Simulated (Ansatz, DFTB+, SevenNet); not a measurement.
## hcp Lu, lattice parameter c

Reference value: 5.549 Å (measured, 293 K, no zero-point or thermal correction, our sources range from 5.549 to 5.563; as tabulated in Wikipedia's data pages).

| level (code) | value (Å) |
|---|---|
| GFN1-xTB as cut by DFTB+ | 8.548 |
| SevenNet-l3i5 | 5.502 |
| LDA (Ansatz) | … |
| PBE (Ansatz) | 5.463 |
| PBEsol (Ansatz) | 5.351 |
| PBEsol+SOC (Ansatz) | … |
| PBE-D3(BJ) (Ansatz) | 5.399 |
| PBE-D4 (Ansatz) | … |
| rVV10 (Ansatz) | … |
| r²SCAN-D4 (Ansatz) | 5.459 |
| HSE06 (Ansatz) | 5.574 |
| PBE0 (Ansatz) | 5.552 |

Complete the blanks.


- LDA (Ansatz, a program for electronic structure), value (Å): 5.246
- PBEsol+SOC (Ansatz), value (Å): 5.342
- PBE-D4 (Ansatz), value (Å): 5.439
- rVV10 (Ansatz), value (Å): 5.452

Differences against the reference: GFN1-xTB as cut by DFTB+ +54 %, SevenNet-l3i5 -0.85 %, LDA -5.46 %, PBE -1.55 %, PBEsol -3.57 %, PBEsol+SOC -3.73 %, PBE-D3(BJ) -2.70 %, PBE-D4 -1.98 %, rVV10 -1.75 %, r²SCAN-D4 -1.62 %, HSE06 +0.45 %, PBE0 +0.05 %.

Leaving aside GFN1-xTB as cut by DFTB+ (doubt noted below): The reference is not for a static lattice or low temperature, so close values are not ranked against it. Off by more than 1.75 %, or 2.45 % on the side where a correction would as a rule narrow the miss (bounds picked here): LDA (-5.46 %), PBEsol+SOC (-3.73 %), PBEsol (-3.57 %), PBE-D3(BJ) (-2.70 %).

The reference isn't brought to a static lattice, while the calculations are for one, so the differences are not the levels' errors alone.  Density-functional levels without +SOC have no spin–orbit coupling. GFN1-xTB as cut by DFTB+: the cell has another shape than the first-principles one, perhaps another minimum in the same group. GFN1-xTB as cut by DFTB+: the cell moved over 20 % in volume from its start. GFN1-xTB as cut by DFTB+: the method was fitted mainly to molecules. GFN1-xTB as cut by DFTB+: codes differ in how they cut the long-range tail of xTB's charge interaction in a crystal, so the value belongs to this code. Cutoffs and k meshes differ between the levels. Ansatz's density-functional and Hartree–Fock values are scalar-relativistic unless marked +SOC, with PAW data made under PBE.

Machine-learned potentials (SevenNet-l3i5) are trained on DFT data: a solid inside that data is no test of them.

Differences are worked out from the printed values.
